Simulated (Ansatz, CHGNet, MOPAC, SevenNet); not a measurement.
## Wurtzite ZnS (high-temperature phase): properties by level of theory

Reference values: lattice constant a 3.823 Å (measured, temperature not stated, no zero-point or thermal correction, our sources range from 3.811 to 3.823; as tabulated in Kisi, Elcombe, Acta Cryst. C 45, 1867 (1989), by the Crystallography Open …); lattice parameter c 6.261 Å (measured, temperature not stated, no zero-point or thermal correction, our sources range from 6.234 to 6.261; as tabulated in Kisi, Elcombe, Acta Cryst. C 45, 1867 (1989), by the Crystallography Open …).

```csv
level (code),lattice parameter a (Å),c axis length (Å)
PM3 semi-empirical Hartree-Fock (MOPAC),3.953,6.391
CHGNet-r²SCAN,3.806,6.240
SevenNet-0,3.850,6.314
r²SCAN (Ansatz),3.806,6.245
r²SCAN+rVV10 (Ansatz),3.790,6.224
```

Differences from the reference values (errors of the level alone only where the reference is corrected to a static lattice):

```
level                                    lattice constant a (%)  lattice parameter c (%)
---------------------------------------  ----------------------  -----------------------
PM3 semi-empirical Hartree-Fock (MOPAC)                   +3.40                    +2.08
CHGNet-r²SCAN                                             -0.44                    -0.34
SevenNet-0                                                +0.71                    +0.85
r²SCAN                                                    -0.44                    -0.26
r²SCAN+rVV10                                              -0.86                    -0.59
```

Nearest: lattice constant a, not ranked (reference at room or unstated temperature); lattice parameter c, not ranked (reference at room or unstated temperature).

Machine-learned potentials (CHGNet-r²SCAN, SevenNet-0) are trained on DFT data: a solid inside that data is no test of them.

Caveats: the method was fitted mainly to molecules (PM3 semi-empirical Hartree-Fock (MOPAC)); the run uses a supercell at the zone centre in place of a k mesh (PM3 semi-empirical Hartree-Fock (MOPAC)). Ansatz's density-functional and Hartree–Fock values are scalar-relativistic unless marked +SOC, with PAW data made under PBE.

Differences are worked out from the printed values.

The computed numbers hold no vibrational or temperature effects.

Ansatz is an electronic-structure program.
